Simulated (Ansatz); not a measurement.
Input file:

```yaml
crystal:
  periodic: [false, false, false]
  atoms:
    - {symbol: Al, position_ang: [0.000000, 0.000000, 0.458271]}
    - {symbol: Al, position_ang: [0.000000, 0.000000, -3.717305]}
    - {symbol: H, position_ang: [0.000000, 0.000000, 3.259035]}
basis:
  gaussian: {orbitals: 6-31G}
magnetization: {spin_polarized: false, initial_magnetization: 3}
correlation: {method: fic_mrcisd_q_relaxed, electrons: all, active_space: {window: {electrons: 5, orbitals: 4}, states: [{multiplicity: 4, weights: [0.5, 1]}]}}
```

```sh
$ ansatz run in.yaml --threads 1 --pin off --events-out ev --progress --plain --max-ram 2393MiB
```

**Question.** Roughly how long does this take on 1 thread of Intel Xeon 6975P-C, shared host, and how much host memory?

**Answer.** 7.5 s wall and 0.19 GiB.

```
537 factors; integrals over basis functions are off by at most 5.5e-8 eV
mean field evaluation 1: about -13174.7457 eV, gradient 5.2e0 eV
mean field evaluation 2: about -13174.7470 eV, gradient 5.2e0 eV
mean field evaluation 4: about -13175.6596 eV, gradient 1.6e0 eV
mean field evaluation 8: about -13175.9906 eV, gradient 3.4e-1 eV
mean field evaluation 16: about -13175.9963 eV, gradient 1.5e-6 eV
mean field evaluation 32: about -13175.8330 eV, gradient 8.5e-4 eV
mean field evaluation 64: about -13175.9967 eV, gradient 5.4e-2 eV
mean field evaluation 96: about -13175.9541 eV, gradient 6.8e-1 eV
mean field evaluation 128: about -13175.9333 eV, gradient 1.8e0 eV
mean field evaluation 160: about -13175.8325 eV, gradient 1.4e-1 eV
...
mean field -13175.99631865 eV, -484.2089336993 hartree, gradient 1.5e-6 eV, S^2 3.750000; 18 other end points of the search recorded, 0 dependent functions left out
reference -13175.99631865 eV, -484.2089336993 hartree; 15, 12 occupied and 13, 16 virtual orbitals, 537 factors
state -13174.93141279 eV, -484.1697991308 hartree
state -13171.89534341 eV, -484.0582256391 hartree
...
state -13174.93141279 eV, -484.1697991308 hartree; corrected -13178.04731173 eV, -484.2843063049 hartree
...
state -13171.89534341 eV, -484.0582256391 hartree; corrected -13175.71235581 eV, -484.1984982575 hartree
state -13175.97170540 eV, -484.2080291792 hartree
state -13170.66171775 eV, -484.0128907323 hartree
...
state -13175.97170540 eV, -484.2080291792 hartree; corrected -13177.96663104 eV, -484.2813413440 hartree
...
contracted CI cycle 291: correlation -1.42456659 eV, -0.0523518564 hartree, residual 1.74e-1 eV
contracted CI cycle 292: correlation -1.42490400 eV, -0.0523642561 hartree, residual 1.15e-1 eV
contracted CI cycle 293: correlation -1.42421042 eV, -0.0523387676 hartree, residual 1.47e-1 eV
contracted CI cycle 294: correlation -1.42483156 eV, -0.0523615941 hartree, residual 1.21e-1 eV
contracted CI cycle 295: correlation -1.42410426 eV, -0.0523348662 hartree, residual 1.82e-1 eV
contracted CI cycle 296: correlation -1.42489290 eV, -0.0523638484 hartree, residual 1.20e-1 eV
contracted CI cycle 297: correlation -1.42407008 eV, -0.0523336101 hartree, residual 1.65e-1 eV
contracted CI cycle 298: correlation -1.42481115 eV, -0.0523608439 hartree, residual 8.62e-2 eV
contracted CI cycle 299: correlation -1.42441242 eV, -0.0523461909 hartree, residual 1.24e-1 eV
contracted CI cycle 300: correlation -1.42472844 eV, -0.0523578046 hartree, residual 5.63e-2 eV
state -13170.66171775 eV, -484.0128907323 hartree; corrected -13172.77971798 eV, -484.0907258048 hartree
state -13174.93141279 eV, -484.1697991308 hartree; corrected -13178.04731173 eV, -484.2843063049 hartree
state -13171.89534341 eV, -484.0582256391 hartree; corrected -13175.71235581 eV, -484.1984982575 hartree
Total energy: -13176.49067445 eV, -484.2271009400 hartree
```

Natural occupations, averaged over the states: 1.6667 1.3333 1.0000 1.0000.

The total printed last is the weighted mean of the 2 states, 1.557 eV above the lowest of them, and is no single state's energy. Before any correction even the lowest state lies above the reference determinant, by 1.06 eV, so the averaged orbitals or the space serve it badly.
